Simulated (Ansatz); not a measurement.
# C3H7NO2: one species, many methods

An exercise on one series of results from a longer session: the logs are not shown, and one member is left open.

Method: functionals in def2-TZVPP, the program's frozen cores in correlated methods; program: Ansatz 0.2.0, Gaussian basis.

Plan: LDA (SPW92), PBE-D4, revPBE-D4, BLYP-D4, r2SCAN-D4, B97M-V, PBE0-D4, B3LYP-D4, r2SCANh-D4, r2SCAN0-D4, HSE06-D4, BHLYP-D4, CAM-B3LYP-D4, LC-ωPBE, ωB97X-V, ωB97M-V, B2PLYP, PBE-QIDH; CCSD(T)/def2-SVP; CCSD(T)/def2-TZVPP; MP2/def2-QZVPP; extrapolation to the limit; RPA on PBE.

### Structure used throughout

All runs share one geometry, relaxed beforehand with PBE0-D4 in a triple-zeta def2 set.

SMILES `COCC(=N)O`, 13 atoms, charge 0, spin multiplicity 1.

Atoms are counted from 1 here; the program's logs count them from 0.

Bond lengths: C1–O2 1.409 Å, C1–H7 1.090 Å, C1–H8 1.097 Å, C1–H9 1.097 Å, O2–C3 1.394 Å, C3–C4 1.509 Å, C3–H10 1.098 Å, C3–H11 1.094 Å, C4–N5 1.259 Å, C4–O6 1.343 Å, N5–H12 1.017 Å, O6–H13 0.967 Å. Angles: O2–C1–H7 107.2°, O2–C1–H8 110.9°, O2–C1–H9 111.9°, H7–C1–H8 109.0°, H7–C1–H9 109.0°, H8–C1–H9 108.8°, C1–O2–C3 113.0°, O2–C3–C4 112.7°, O2–C3–H10 112.0°, O2–C3–H11 107.8°, C4–C3–H10 108.8°, C4–C3–H11 108.1°, H10–C3–H11 107.2°, C3–C4–N5 127.6°, C3–C4–O6 111.0°, N5–C4–O6 121.3°, C4–N5–H12 109.8°, C4–O6–H13 106.4°.

Set-up of the first run:

Input file in.yaml:

```yaml
crystal:
  periodic: [false, false, false]
  atoms:
    - {symbol: C, position_ang: [-0.669756, -0.017275, -1.713622]}
    - {symbol: O, position_ang: [0.353222, -0.717003, -1.043590]}
    - {symbol: C, position_ang: [0.952368, 0.030120, -0.030139]}
    - {symbol: C, position_ang: [0.170096, -0.006642, 1.259971]}
    - {symbol: N, position_ang: [-0.789108, -0.766224, 1.555755]}
    - {symbol: O, position_ang: [0.641130, 0.896751, 2.134772]}
    - {symbol: H, position_ang: [-1.080561, -0.690511, -2.465416]}
    - {symbol: H, position_ang: [-0.271792, 0.875384, -2.212831]}
    - {symbol: H, position_ang: [-1.471601, 0.288540, -1.031094]}
    - {symbol: H, position_ang: [1.101554, 1.077788, -0.324775]}
    - {symbol: H, position_ang: [1.941467, -0.397243, 0.160582]}
    - {symbol: H, position_ang: [-0.983660, -1.393215, 0.778813]}
    - {symbol: H, position_ang: [0.127142, 0.784728, 2.946274]}
basis:
  gaussian: {orbitals: def2-TZVPP}
hamiltonian: {xc: lda}
output: {orbitals: {seedname: orbitals}}
```

Steps of the session up to this table: LDA; PBE-D4 (GGA); revPBE-D4 (GGA); BLYP-D4 (GGA); r2SCAN-D4 (meta-GGA); B97M-V (meta-GGA); PBE0-D4 (hybrid); B3LYP-D4 (hybrid); r2SCANh-D4 (hybrid); r2SCAN0-D4 (hybrid); HSE06-D4 (hybrid); BHLYP-D4 (hybrid); CAM-B3LYP-D4 (range-separated); LC-ωPBE (range-separated); ωB97X-V (range-separated); ωB97M-V (range-separated); B2PLYP (double hybrid); PBE-QIDH (double hybrid).

One table of the session follows, with a row left open; its other results are not shown here.

It belongs to the step «Orbital energies across the functionals». 

```
  functional  HOMO (eV)  LUMO (eV)  gap (eV)
 LDA (SPW92)      -6.42      -0.77      5.64
      PBE-D4      -6.26      -0.51      5.75
   revPBE-D4      -6.19      -0.41      5.78
     BLYP-D4      -6.19      -0.42      5.77
   r2SCAN-D4      -6.57      -0.25      6.32
      B97M-V      -6.72      -0.15      6.57
     PBE0-D4      -7.80       0.59      8.39
    B3LYP-D4          ?          ?         ?
  r2SCANh-D4      -7.15       0.15      7.30
  r2SCAN0-D4      -8.02       0.75      8.77
    HSE06-D4      -7.39       0.21      7.60
    BHLYP-D4      -9.23       1.73     10.96
CAM-B3LYP-D4      -9.28       1.75     11.02
     LC-ωPBE     -10.60       2.99     13.59
     ωB97X-V     -10.27       2.91     13.18
     ωB97M-V     -10.20       2.57     12.77
```

Estimate the missing values for B3LYP-D4.

Worked estimate for «HOMO (eV)». Against the share of exact exchange, BLYP-D4 (0, -6.19), BHLYP-D4 (0.5, -9.23) give a slope of -6.08 per unit share; at 0.2 the line stands at -7.41.

The run gave: HOMO (eV): -7.58; LUMO (eV): 0.30; gap (eV): 7.88. In «HOMO (eV)» the line misses by +0.17.
